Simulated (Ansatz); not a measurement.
# Cohesive energy of some elemental solids other than molecular ones

Method: r²SCAN (PAW; Ansatz, a first-principles code). References are measured values corrected to a static lattice or taken at low temperature (these still hold zero-point motion). The table is a random draw of 10 from 33 solids with such references.

Values in eV/atom.

```
solid                 reference  r²SCAN  error (eV/atom)
--------------------  ---------  ------  ---------------
hcp Ru                     6.8*    6.29            -0.51
bcc Fe                    4.32*    4.66            +0.34
diamond                   7.55*    7.50            -0.05
bcc Rb                    0.86*    0.75            -0.11
hcp Zn                    1.38*    1.47            +0.09
bcc Li                    1.67*    1.58            -0.09
diamond-structure Ge      3.92*    3.88            -0.04
hcp Cd                    1.18*    1.07            -0.11
α-phase Ga                2.81†    2.84            +0.03
hcp Co                    4.47*    4.70            +0.23
```

Over these 10 solids the mean error is -0.02 eV/atom, the mean absolute error 0.16 eV/atom (median 0.10 eV/atom), and the worst case hcp Ru at -0.51 eV/atom; the value is too low in 6 of 10 cases. Over all 33 the mean error is -0.12 eV/atom and the mean absolute error 0.28 eV/atom (median 0.16 eV/atom).

A star marks references brought to a static lattice; the others are low-temperature values that still hold zero-point motion, which matters most for light elements.

† marks references with one source in our tables, § those from which another value on file, of any temperature, differs by over 15 %.

Differences are worked out from the printed values.

Free atoms are spin-polarised, in the lowest state found; at levels without +SOC their spin–orbit coupling is left out. Each level is taken at its own relaxed cell. Ansatz's density-functional and Hartree–Fock values are scalar-relativistic unless marked +SOC, with PAW data made under PBE.

Ansatz's runs of these crystals have no spin polarisation, but for bcc Fe, hcp Co.

Density-functional runs with spin start from parallel moments for bcc Fe, parallel moments for hcp Co.

Not in this set, of the elemental solids other than molecular ones with a reference value in our tables and a result at some level: 14 for spin–orbit terms of free atoms that are large (Br, In, Sn, Te, I, elements past barium) (fcc Au, hcp Hf, body-centred tetragonal In, fcc Ir, hcp Lu and 9 more); 1 for a doubt noted on the run at r²SCAN (double-hcp La); 1 for sources at odds (hcp Tc). These can be a level's worst cases. Values held back for tests aren't counted. Layered and molecular crystals are counted apart. The metals Ce to Yb are counted apart.

References as tabulated in Jana et al. (2018), arXiv:1807.00350; Mejia-Rodriguez and Trickey (2018), arXiv:1807.09216; Csonka et al. (2009), arXiv:0903.4037; Sun et al. (2011), doi:10.1103/physrevb.84.035117 and others.
